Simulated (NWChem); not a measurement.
Everything below was run with NWChem. System: CH, charge 2, spin multiplicity 2, at the geometry of a parent with another charge or spin, in a state set for the comparison that need not be this species' ground state. Its SCF solution wasn't tested for a lower state. Level: Ur2SCAN/def2-TZVP.

Input file:

```
start mol
memory heap 200 mb stack 900 mb global 1100 mb
charge 2
geometry units angstroms nocenter noautoz
  C      0.000000     0.000000     0.163891
  H      0.000000     0.000000    -0.983348
  symmetry group C2v
end
basis spherical
  * library def2-tzvp
end
dft
  xc r2scan
  odft
  mult 2
  semidirect memsize 60000000 filesize 0
  iterations 100
  grid fine
end
task dft energy
```

Part of the output:

```
             Northwest Computational Chemistry Package (NWChem) 7.3.0
             --------------------------------------------------------

                                NWChem Input Module
                                -------------------

 Scaling coordinates for geometry "geometry" by  1.889725989
 (inverse scale =  0.529177249)

 Turning off AUTOSYM since
 SYMMETRY directive was detected!

                             Geometry "geometry" -> ""
                             -------------------------

 Output coordinates in angstroms (scale by  1.889725989 to convert to a.u.)

  No.       Tag          Charge          X              Y              Z
 ---- ---------------- ---------- -------------- -------------- --------------
    1 C                    6.0000     0.00000000     0.00000000     0.16389100
    2 H                    1.0000     0.00000000     0.00000000    -0.98334800

 Effective nuclear repulsion energy (a.u.)       2.7675693504

            Nuclear Dipole moment (a.u.)
            ----------------------------
        X                 Y               Z
 ---------------- ---------------- ----------------
     0.0000000000     0.0000000000    -0.0000037795

      Symmetry information
      --------------------

 Group name             C2v
 Group number             16
 Group order               4
 No. of unique centers     2

      Symmetry unique atoms

     1    2


 Summary of "ao basis" -> "" (spherical)
 ------------------------------------------------------------------------------
       Tag                 Description            Shells   Functions and Types
 ---------------- ------------------------------  ------  ---------------------
 *                         def2-tzvp                  on all atoms

                                 NWChem DFT Module
                                 -----------------

 Summary of "ao basis" -> "ao basis" (spherical)
 ------------------------------------------------------------------------------
       Tag                 Description            Shells   Functions and Types
 ---------------- ------------------------------  ------  ---------------------
 C                         def2-tzvp                11       31   5s3p2d1f
 H                         def2-tzvp                 4        6   3s1p

 Summary of "ao basis" -> "ao basis" (spherical)
 ------------------------------------------------------------------------------
       Tag                 Description            Shells   Functions and Types
 ---------------- ------------------------------  ------  ---------------------
 C                         def2-tzvp                11       31   5s3p2d1f
 H                         def2-tzvp                 4        6   3s1p

      Symmetry analysis of basis
      --------------------------

        a1         18
        a2          3
        b1          8
        b2          8

            General Information
            -------------------
          SCF calculation type: DFT
          Wavefunction type:  spin polarized.
          No. of atoms     :     2
          No. of electrons :     5
           Alpha electrons :     3
            Beta electrons :     2
          Charge           :     2
          Spin multiplicity:     2
          Use of symmetry is: on ; symmetry adaption is: on
          Maximum number of iterations: 100
          AO basis - number of functions:    37
                     number of shells:    15
          Convergence on energy requested:  1.00D-06
          Convergence on density requested:  1.00D-05
          Convergence on gradient requested:  5.00D-04

              XC Information
              --------------
                      r^2SCAN Method XC Functional
               r^2SCAN metaGGA Exchange Functional  1.000
                     r^2SCAN Correlation Potential  1.000

             Grid Information
             ----------------
          Grid used for XC integration:  fine
          Radial quadrature: Mura-Knowles
          Angular quadrature: Lebedev.
          Tag              B.-S. Rad. Rad. Pts. Rad. Cut. Ang. Pts.
          ---              ---------- --------- --------- ---------
          C                   0.70       70           7.0       590
          H                   0.35       60           7.0       590
          Grid pruning is: on
          Number of quadrature shells:   130
          Spatial weights used:  Erf1

          Convergence Information
          -----------------------
          Convergence aids based upon iterative change in
          total energy or number of iterations.
          Levelshifting, if invoked, occurs when the
          HOMO/LUMO gap drops below (HL_TOL):  1.00D-02
          DIIS, if invoked, will attempt to extrapolate
          using up to (NFOCK): 10 stored Fock matrices.

                    Damping( 0%)  Levelshifting(0.5)       DIIS
                  --------------- ------------------- ---------------
          dE  on:    start            ASAP                start
          dE off:    2 iters        100 iters           100 iters

      Screening Tolerance Information
      -------------------------------
          Density screening/tol_rho:  1.00D-10
          AO Gaussian exp screening on grid/accAOfunc:  14
          CD Gaussian exp screening on grid/accCDfunc:  20
          XC Gaussian exp screening on grid/accXCfunc:  20
          Schwarz screening/accCoul:  1.00D-08

      Superposition of Atomic Density Guess
      -------------------------------------

 Sum of atomic energies:         -38.17113740

 Renormalizing density from       7.00 to      5

      Non-variational initial energy
[...]
 !! scf_movecs_sym_adapt:   16 vectors were symmetry contaminated

  Symmetry fudging

 !! scf_movecs_sym_adapt:   16 vectors were symmetry contaminated

 !! scf_movecs_sym_adapt:   16 vectors were symmetry contaminated

  Symmetry fudging

 !! scf_movecs_sym_adapt:   16 vectors were symmetry contaminated

 d= 0,ls=0.0,diis     4    -37.1833570965 -3.15D-04  5.64D-05  7.13D-06     0.5
                                                     5.63D-05  4.81D-06

 !! scf_movecs_sym_adapt:   16 vectors were symmetry contaminated

  Symmetry fudging

 !! scf_movecs_sym_adapt:   16 vectors were symmetry contaminated

 !! scf_movecs_sym_adapt:   16 vectors were symmetry contaminated

  Symmetry fudging

 !! scf_movecs_sym_adapt:   16 vectors were symmetry contaminated

 d= 0,ls=0.0,diis     5    -37.1833614558 -4.36D-06  4.37D-06  4.63D-08     0.6
                                                     5.82D-06  9.54D-08

 !! scf_movecs_sym_adapt:   16 vectors were symmetry contaminated

  Symmetry fudging

 !! scf_movecs_sym_adapt:   16 vectors were symmetry contaminated

 !! scf_movecs_sym_adapt:   16 vectors were symmetry contaminated

  Symmetry fudging

 !! scf_movecs_sym_adapt:   16 vectors were symmetry contaminated

 d= 0,ls=0.0,diis     6    -37.1833615021 -4.63D-08  1.09D-06  4.86D-09     0.7
                                                     7.43D-07  1.04D-09

         Total DFT energy =      -37.183361502139
      One electron energy =      -49.995957863614
           Coulomb energy =       14.934712759184
    Exchange-Corr. energy =       -4.889685748122
 Nuclear repulsion energy =        2.767569350413

 Numeric. integr. density =        4.999999991825

     Total iterative time =      0.6s

                  Occupations of the irreducible representations
                  ----------------------------------------------

                     irrep           alpha         beta
                     --------     --------     --------
                     a1                3.0          2.0
                     a2                0.0          0.0
                     b1                0.0          0.0
                     b2                0.0          0.0

                    DFT Final Alpha Molecular Orbital Analysis
                    ------------------------------------------

 Vector    1  Occ=1.000000D+00  E=-1.126489D+01  Symmetry=a1
              MO Center=  1.0D-21,  1.1D-21,  1.6D-01, r^2= 2.8D-02
   Bfn.  Coefficient  Atom+Function         Bfn.  Coefficient  Atom+Function
  ----- ------------  ---------------      ----- ------------  ---------------
     2      0.609300  1 C  s                  1      0.467946  1 C  s
     3      0.029212  1 C  s

 Vector    2  Occ=1.000000D+00  E=-1.489564D+00  Symmetry=a1
              MO Center=  1.0D-14,  2.0D-15, -1.3D-01, r^2= 6.6D-01
   Bfn.  Coefficient  Atom+Function         Bfn.  Coefficient  Atom+Function
  ----- ------------  ---------------      ----- ------------  ---------------
     3      0.512829  1 C  s                  4      0.443004  1 C  s
     2     -0.252380  1 C  s                 32      0.127515  2 H  s
    33      0.121987  2 H  s                  1     -0.115209  1 C  s
     8     -0.084385  1 C  pz                11     -0.066870  1 C  pz
    37      0.027088  2 H  pz                22      0.025586  1 C  d  0

 Vector    3  Occ=1.000000D+00  E=-1.241639D+00  Symmetry=a1
              MO Center= -4.1D-16, -2.5D-16,  2.0D-01, r^2= 7.6D-01
   Bfn.  Coefficient  Atom+Function         Bfn.  Coefficient  Atom+Function
  ----- ------------  ---------------      ----- ------------  ---------------
     8      0.522400  1 C  pz                11      0.345162  1 C  pz
     3      0.245413  1 C  s                  4      0.203999  1 C  s
    33     -0.169370  2 H  s                 32     -0.143792  2 H  s
     2     -0.104832  1 C  s                  1     -0.046668  1 C  s
    37     -0.026958  2 H  pz

 Vector    4  Occ=0.000000D+00  E=-1.052505D+00  Symmetry=b1
              MO Center= -9.8D-15,  1.5D-30,  1.6D-01, r^2= 6.8D-01
   Bfn.  Coefficient  Atom+Function         Bfn.  Coefficient  Atom+Function
  ----- ------------  ---------------      ----- ------------  ---------------
     6      0.599379  1 C  px                 9      0.475184  1 C  px
    12      0.045469  1 C  px

 Vector    5  Occ=0.000000D+00  E=-1.052505D+00  Symmetry=b2
              MO Center=  2.9D-31, -1.9D-15,  1.6D-01, r^2= 6.8D-01
   Bfn.  Coefficient  Atom+Function         Bfn.  Coefficient  Atom+Function
  ----- ------------  ---------------      ----- ------------  ---------------
     7      0.599379  1 C  py                10      0.475184  1 C  py
    13      0.045469  1 C  py

 Vector    6  Occ=0.000000D+00  E=-5.974768D-01  Symmetry=a1
              MO Center= -5.8D-16, -8.3D-17, -8.0D-01, r^2= 1.1D+00
   Bfn.  Coefficient  Atom+Function         Bfn.  Coefficient  Atom+Function
  ----- ------------  ---------------      ----- ------------  ---------------
    33      0.737438  2 H  s                 34      0.490301  2 H  s
     8      0.428244  1 C  pz                 4     -0.413564  1 C  s
    11      0.382483  1 C  pz                 3     -0.282670  1 C  s
    32      0.244395  2 H  s                  5     -0.176785  1 C  s
    14      0.119700  1 C  pz                 2      0.110700  1 C  s

                     DFT Final Beta Molecular Orbital Analysis
                     -----------------------------------------

 Vector    1  Occ=1.000000D+00  E=-1.124245D+01  Symmetry=a1
              MO Center= -8.0D-22, -6.9D-22,  1.6D-01, r^2= 2.7D-02
   Bfn.  Coefficient  Atom+Function         Bfn.  Coefficient  Atom+Function
  ----- ------------  ---------------      ----- ------------  ---------------
     2      0.610363  1 C  s                  1      0.468385  1 C  s

 Vector    2  Occ=1.000000D+00  E=-1.441728D+00  Symmetry=a1
              MO Center= -6.3D-17,  1.7D-16, -2.4D-01, r^2= 6.1D-01
   Bfn.  Coefficient  Atom+Function         Bfn.  Coefficient  Atom+Function
  ----- ------------  ---------------      ----- ------------  ---------------
     3      0.456838  1 C  s                  4      0.442371  1 C  s
     2     -0.233690  1 C  s                  8     -0.185371  1 C  pz
    11     -0.134366  1 C  pz                32      0.127910  2 H  s
    33      0.116327  2 H  s                  1     -0.106875  1 C  s
    37      0.029708  2 H  pz

 Vector    3  Occ=0.000000D+00  E=-1.029364D+00  Symmetry=a1
              MO Center=  7.1D-18, -4.2D-16,  2.3D-01, r^2= 8.6D-01
   Bfn.  Coefficient  Atom+Function         Bfn.  Coefficient  Atom+Function
  ----- ------------  ---------------      ----- ------------  ---------------
     8      0.417842  1 C  pz                 4      0.363561  1 C  s
    11      0.323215  1 C  pz                 3      0.254530  1 C  s
    33     -0.214426  2 H  s                 32     -0.144220  2 H  s
     2     -0.132163  1 C  s                  1     -0.061089  1 C  s
    22     -0.050519  1 C  d  0              14      0.040547  1 C  pz

 Vector    4  Occ=0.000000D+00  E=-1.007564D+00  Symmetry=b1
              MO Center= -2.9D-16,  6.0D-32,  1.1D-01, r^2= 7.0D-01
   Bfn.  Coefficient  Atom+Function         Bfn.  Coefficient  Atom+Function
  ----- ------------  ---------------      ----- ------------  ---------------
     6      0.581010  1 C  px                 9      0.490891  1 C  px
    23      0.053377  1 C  d  1              12      0.047526  1 C  px

 Vector    5  Occ=0.000000D+00  E=-1.007564D+00  Symmetry=b2
              MO Center= -6.4D-32,  2.4D-16,  1.1D-01, r^2= 7.0D-01
   Bfn.  Coefficient  Atom+Function         Bfn.  Coefficient  Atom+Function
  ----- ------------  ---------------      ----- ------------  ---------------
     7      0.581010  1 C  py                10      0.490891  1 C  py
    21     -0.053377  1 C  d -1              13      0.047526  1 C  py

   alpha - beta orbital overlaps
   -----------------------------

   alpha      1      2      3      4      5      6      7      8      9     10
    beta      1      2      3      4      5      6      7      9      8     10
 overlap   1.000  0.987  0.981  0.997  0.997  0.990  0.965  0.983  0.983  0.969

   alpha     11     12     13     14     15     16     17     18     19     20
    beta     11     12     14     13     15     16     17     19     18     20
 overlap   0.986  0.986  0.999  0.999  0.993  0.993  0.894  0.994  0.994  0.900

   alpha     21     22     23     24     25     26     27     28     29     30
    beta     21     22     23     26     27     28     24     25     32     31
 overlap   0.998  0.998  0.998  0.994  0.970  0.970  1.000  1.000  0.988  0.988

   alpha     31     32     33     34     35     36     37
    beta     29     30     33     34     35     36     37
 overlap   0.971  0.971  0.988  0.988  0.994  0.998  1.000

     --------------------------
     Expectation value of S2:
     --------------------------
      <S2> =      0.7537 (Exact =     0.7500)

 center of mass
 --------------
 x =   0.00000000 y =   0.00000000 z =   0.14173852

 moments of inertia (a.u.)
 ------------------
           4.369856381615           0.000000000000           0.000000000000
           0.000000000000           4.369856381615           0.000000000000
           0.000000000000           0.000000000000           0.000000000000

     Multipole analysis of the density
     ---------------------------------

     L   x y z        total         alpha         beta         nuclear
     -   - - -        -----         -----         ----         -------
     0   0 0 0      2.000000     -3.000000     -2.000000      7.000000

     1   1 0 0     -0.000000     -0.000000     -0.000000      0.000000
     1   0 1 0     -0.000000     -0.000000     -0.000000      0.000000
     1   0 0 1     -0.292167     -0.437282      0.145119     -0.000004

     2   2 0 0     -1.895041     -1.184615     -0.710426      0.000000
     2   1 1 0     -0.000000     -0.000000     -0.000000      0.000000
     2   1 0 1      0.000000      0.000000      0.000000      0.000000
     2   0 2 0     -1.895041     -1.184615     -0.710426      0.000000
     2   0 1 1      0.000000      0.000000      0.000000      0.000000
     2   0 0 2     -0.236157     -3.124302     -1.140497      4.028642

 Task  times  cpu:        0.7s     wall:        0.7s

 Total times  cpu:        0.8s     wall:        0.8s
```
